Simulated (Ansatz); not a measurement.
# Si₂BH₅ (SMILES [SiH2]=B[SiH3]): functionals against CCSD(T) at one geometry

An exercise on one series of results from a longer session: the logs are not shown, and one member is left open.

Computed with Ansatz 0.2.0, Gaussian basis. Level: single points in def2-TZVPP.

Cores are frozen in the correlated methods.

## The system as given

SMILES `[SiH2]=B[SiH3]`, 8 atoms, charge 0, spin multiplicity 1.

Atoms are counted from 1 here; the program's logs count them from 0.

Bond lengths: Si1–B2 1.748 Å, Si1–H4 1.396 Å, Si1–H5 1.442 Å, B2–Si3 1.841 Å, Si3–H6 1.461 Å, Si3–H7 1.444 Å, Si3–H8 1.415 Å. Angles: B2–Si1–H4 129.8°, B2–Si1–H5 125.1°, H4–Si1–H5 104.9°, Si1–B2–Si3 167.6°, B2–Si3–H6 117.8°, B2–Si3–H7 122.5°, B2–Si3–H8 109.1°, H6–Si3–H7 98.6°, H6–Si3–H8 105.2°, H7–Si3–H8 101.3°.

As a file:

```
Si   -0.8582    1.3552   -1.2495
B    -0.0936    0.0795   -0.3304
Si    0.5927   -1.0501    0.9516
H    -2.1499    1.4277   -1.7744
H    -0.1977    2.5466   -1.7223
H     0.3577   -2.4830    0.7945
H     0.2573   -0.9295    2.3510
H     2.0004   -0.9072    0.9896
```

Set-up of the first run:

The input, run/in.yaml:

```yaml
crystal:
  periodic: [false, false, false]
  atoms:
    - {symbol: Si, position_ang: [-0.858200, 1.355200, -1.249500]}
    - {symbol: B, position_ang: [-0.093600, 0.079500, -0.330400]}
    - {symbol: Si, position_ang: [0.592700, -1.050100, 0.951600]}
    - {symbol: H, position_ang: [-2.149900, 1.427700, -1.774400]}
    - {symbol: H, position_ang: [-0.197700, 2.546600, -1.722300]}
    - {symbol: H, position_ang: [0.357700, -2.483000, 0.794500]}
    - {symbol: H, position_ang: [0.257300, -0.929500, 2.351000]}
    - {symbol: H, position_ang: [2.000400, -0.907200, 0.989600]}
basis:
  gaussian: {orbitals: def2-TZVPP}
correlation: {method: ccsd_t}
output: {forces: true}
```

The command line of these runs was not kept.

Steps of the session up to this table: CCSD(T)/def2-TZVPP; PBE0-D4/def2-TZVPP; wB97M-V/def2-TZVPP; r2SCAN-D4/def2-TZVPP; PBE-D4/def2-TZVPP; BHLYP-D4/def2-TZVPP; B97M-V/def2-TZVPP.

One table of the session follows, with a row left open; its other results are not shown here.

| method | RMS force component (eV/Å) | angle to CCSD(T) forces (°) | dipole (D) |
| --- | --- | --- | --- |
| CCSD(T) | 0.943 | reference | 1.09 |
| PBE0-D4 | 0.869 | 8.3 | 1.05 |
| wB97M-V | ? | ? | ? |
| r2SCAN-D4 | 0.861 | 8.5 | 0.96 |
| PBE-D4 | 0.872 | 15.5 | 0.85 |
| BHLYP-D4 | 0.871 | 8.1 | 1.31 |
| B97M-V | 0.829 | 7.2 | 1.19 |

Q: Estimate the row for wB97M-V from the others.

The run gave: RMS force component (eV/Å): 0.853; angle to CCSD(T) forces (°): 7.5; dipole (D): 1.21. In the column «RMS force component (eV/Å)» it lies between B97M-V (0.829) and r2SCAN-D4 (0.861).
